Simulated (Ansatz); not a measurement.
We consider A-type hexagonal Nd2O3, described by rVV10 (Ansatz, a first-principles code, PAW).

Numerical settings: plane-wave cutoff 520 eV, 12×12×6 k mesh (along the axes of the cell as run), Fermi–Dirac smearing 0.01 eV, spin-polarised start, scalar-relativistic PAW data made under PBE.

Results at a series of volumes:

```
V (Å³/atom)  E − E_lowest (meV/atom)
-----------  -----------------------
14.797                          9.87
15.106                          2.39
15.414                          0.00
15.722                          2.23
16.030                          8.65
```

Task: Estimate the bulk modulus and its pressure derivative from these points.

Result: V0 = 15.414 Å³/atom, B0 = 120 GPa, B′ = 3.9 (fit to the energies at full precision).

Shape and atoms are relaxed at each volume.

Note: the magnetic order was assumed, not searched for or taken from measurement; the relaxation could not lower the start's symmetry, so the cell can be a saddle point above a distorted one; the 4f shell is treated without U or exact exchange, so its levels and filling can be wrong; the bulk modulus comes from volumes at which shape and atoms were relaxed.

Spin–orbit coupling is not included.

Computed values are for the static lattice.
